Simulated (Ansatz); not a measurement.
## AsH2, doublet in cc-pVDZ: errors against full CI

Geometry: a point of a bend scan, not a stationary point.

```tsv
atom	x (Å)	y (Å)	z (Å)
As	0.0000	-0.0249	0.0000
H	0.0000	0.9253	-1.1945
H	0.0000	0.9253	1.1945
```

Basis cc-pVDZ; Ansatz 0.2.0. Only valence electrons are correlated (noble-gas cores and the filled d shells of p-block atoms frozen), which leaves 7 electrons in 23 orbitals. R marks a restricted (for open shells ROHF) determinant, U an unrestricted one. Active spaces: pair = (3e, 3o) about the gap; valence = (7e, 6o) chosen from the atoms' valence shells. No spin–orbit coupling is included, and no scalar relativity.

Full CI is exact within this basis and frozen core; it isn't the basis-set limit. The frozen core follows each run's orbitals, which can shift R against U totals by a few meV for light atoms and by up to 0.1 eV past Ca.

For open shells CISD is restricted-active-space CI with the open shells as a complete middle space.

```
UHF ⟨S²⟩                          : 0.762
T1 diagnostic (RCCSD)             : 0.0166
largest doubles amplitude (RCCSD) : 0.063
```

```tsv
level	E − E(RHF) (eV)
RMP2	-2.7748
RCCSD	-3.4278
RCCSD(T)	-3.4969
```

Question: Estimate how far full CI in cc-pVDZ lies from RCCSD(T). The table doesn't fix it; the size of (T) and the diagnostics are the guide.

Answer: Full CI in cc-pVDZ lies 17 meV below RCCSD(T), which is 25 % of the (T) step (-69 meV). The diagnostics are small and one determinant leads, so the series closes fast and only a small part of (T) is left.

The other levels:

```tsv
level	E − E(full CI) (meV)	share of correlation (%)	wall time
CISD	219	93.76	1.7 s
BCCD(T)	17	99.52	2.8 s
RCCSDT	3	99.92	–
RCCSDT(Q)	0	99.99	10 s
CASSCF (pair space)	3069	12.65	–
NEVPT2 (pair space)	694	80.25	3.7 s
MRCISD (pair space)	166	95.29	–
MRCISD+Q (pair space)	-21	100.59	4.2 s
CASSCF (valence space)	2513	28.49	–
NEVPT2 (valence space)	617	82.45	2.9 s
NEVPT4(SD) (valence space)	55	98.43	3.6 s
MRCISD (valence space)	106	96.98	–
MRCISD+Q (valence space)	-11	100.30	3.9 s
```

The correlation energy at full CI, counted from RHF, is -3.514 eV. That run took 73 s on 1 thread of Intel Xeon, shared host over 3,920,760 determinants.

Run but not shown, since their state or frozen core can't be matched to the reference's or they repeat it: UHF, UMP2, UCCSD, UCCSD(T), UCCSDT, UCCSDT(Q).

Times hold each run's SCF and search for its determinant on a shared host, so for small cases they say little of a method's own cost; they ran on 1 thread of Intel Xeon.

More than 5 meV below full CI, which no variational method can be: MRCISD+Q (pair space), MRCISD+Q (valence space).

The full-CI state has the irrep B1 of C2v, in the program's axes.

Natural occupations of full CI about the gap: 1.966 1.947 1.939 0.992 0.042 0.036 0.012 0.011 0.010 0.010; effectively unpaired electrons, Σ n²(2−n)², 1.04.
